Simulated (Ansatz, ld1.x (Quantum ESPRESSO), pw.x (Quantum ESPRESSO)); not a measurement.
Equation-of-state test of one RRKJ potential (W)

tungsten (W), norm-conserving RRKJ (Kleinman–Bylander form), made with ld1.x (Quantum ESPRESSO) 7.5 (PBEsol, scalar-relativistic). Core [Xe] 4f14, reference 5d4 6s2 6p0. Waves: 6s (bound): rc 2.80 bohr; 5d (bound): rc 2.70 bohr; 6p (bound, empty): rc 3.90 bohr. Local part: the p channel. Core correction: none. rho0 = 0.01.

Atomic tests: cutoffs needed: 21 Ry and 25 Ry (the cutoffs (Ry, on a coarse ladder) from which the occupation-weighted sum of valence levels, in a spherical-Bessel basis at the reference potential, stays within 10 and 1 mRy of its value at 400 Ry); ghost test: no extra level below or beside the all-electron valence levels (s, d, p, f tested) (spherical-Bessel basis up to 400 Ry, 20 bohr box); largest excitation error: -162 meV (all-electron minus pseudo) for 5d3 6s0 6p0, out of 7 test configurations.

Crystal test: fcc W in pw.x 7.5, no spin, 14³ k-points, Fermi–Dirac smearing 0.01 Ry, cutoffs 35/140 Ry. The reference is all-electron LAPW (Ansatz 0.2.0) with the same functional, mesh and smearing; V0 and B0 come from Birch–Murnaghan fits to the pressures at five volumes. Errors are pseudo minus all-electron; Δ is the rms difference of the E(V) curves that follow from these fits, minima aligned, over ±6 % about the mean V0. Mesh and smearing are coarse, so the numbers serve the comparison and aren't converged zero-temperature values; the lattice is a test structure that the element need not adopt.

```json
{"V (Å³/atom)": "15.195", "P all-electron (GPa)": "17.15", "P pseudo (GPa)": "56.73"}
{"V (Å³/atom)": "15.595", "P all-electron (GPa)": "8.12", "P pseudo (GPa)": "44.49"}
{"V (Å³/atom)": "15.995", "P all-electron (GPa)": "0.14", "P pseudo (GPa)": "33.65"}
{"V (Å³/atom)": "16.395", "P all-electron (GPa)": "-6.90", "P pseudo (GPa)": "24.04"}
{"V (Å³/atom)": "16.795", "P all-electron (GPa)": "-13.11", "P pseudo (GPa)": "15.49"}
```

All-electron: a0 = 4.000 Å (V0 = 16.00 Å³/atom), B0 = 298.8 GPa.

Pseudopotential: mean pressure error (GPa): +33.80. The pressure does not cross zero within the volumes sampled, so no fit is given. The largest radius (3.90 bohr) exceeds half the bond length (2.67 bohr), so the spheres overlap, which is one possible source of error among others. This is a poor potential for the solid.

**Question.** At the middle volume, how do free energy and pressure move when the wave cutoff is lowered (ecutrho kept at four times it)?

**Answer.**

```json
{"cutoff (Ry)": "16", "shift of F (meV/atom)": "+1067.2", "shift of P (GPa)": "-52.48"}
{"cutoff (Ry)": "21", "shift of F (meV/atom)": "+54.6", "shift of P (GPa)": "-5.63"}
{"cutoff (Ry)": "28", "shift of F (meV/atom)": "+3.1", "shift of P (GPa)": "+0.01"}
```

The run at the middle volume (104 k-points, 6 iterations) took about 3.8 s on one core of a shared host (Neoverse-V2, 32 threads, 247 GiB, load 15).
